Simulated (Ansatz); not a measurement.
**FHNSi+ (SMILES [NH+]#[Si]F): one structure at several levels**

One table from this session's results is given with a row withheld; the runs are named, their logs left out.

Program: Ansatz 0.2.0, Gaussian basis. Level of theory: single points in def2-TZVPP. These are calculated values, not measurements.

Cores are frozen in the correlated methods.

### Starting geometry

SMILES `[NH+]#[Si]F`, 4 atoms, charge 1, spin multiplicity 1.

Atoms are counted from 1 here; the program's logs count them from 0.

Bond lengths: N1–Si2 1.589 Å, N1–H4 1.013 Å, Si2–F3 1.539 Å. Angles: Si2–N1–H4 134.3°, N1–Si2–F3 172.1°.

Geometry (Å):

```xyz
4

N     0.7844   -0.2455   -0.5960
Si   -0.3062    0.2659    0.4404
F    -1.1981    0.8322    1.5600
H     0.7553   -0.8292   -1.4239
```

Set-up of the first run:

run/in.yaml

```yaml
crystal:
  periodic: [false, false, false]
  atoms:
    - {symbol: N, position_ang: [0.784400, -0.245500, -0.596000]}
    - {symbol: Si, position_ang: [-0.306200, 0.265900, 0.440400]}
    - {symbol: F, position_ang: [-1.198100, 0.832200, 1.560000]}
    - {symbol: H, position_ang: [0.755300, -0.829200, -1.423900]}
basis:
  gaussian: {orbitals: def2-TZVPP}
total_charge: 1
correlation: {method: ccsd_t}
output: {forces: true}
```

The command line of these runs was not kept.

Among the steps run: CCSD(T)/def2-TZVPP; PBE0-D4/def2-TZVPP; wB97M-V/def2-TZVPP; r2SCAN-D4/def2-TZVPP; PBE-D4/def2-TZVPP; revPBE-D4/def2-TZVPP; SPW92/def2-TZVPP.

One of the session's tables, all rows but one given; the rest of the session is left out.

| method | RMS force component (eV/Å) | angle to CCSD(T) forces (°) |
| --- | --- | --- |
| CCSD(T) | 0.862 | reference |
| PBE0-D4 | 1.121 | 12.5 |
| wB97M-V | 1.168 | 15.4 |
| r2SCAN-D4 | 1.055 | 9.4 |
| PBE-D4 | 1.028 | 17.4 |
| revPBE-D4 | 1.009 | 21.0 |
| SPW92 | ? | ? |

**Question.** Estimate the row for SPW92.

**Answer.** RMS force component (eV/Å): 1.170; angle to CCSD(T) forces (°): 13.0. In the column «RMS force component (eV/Å)» it is the highest.
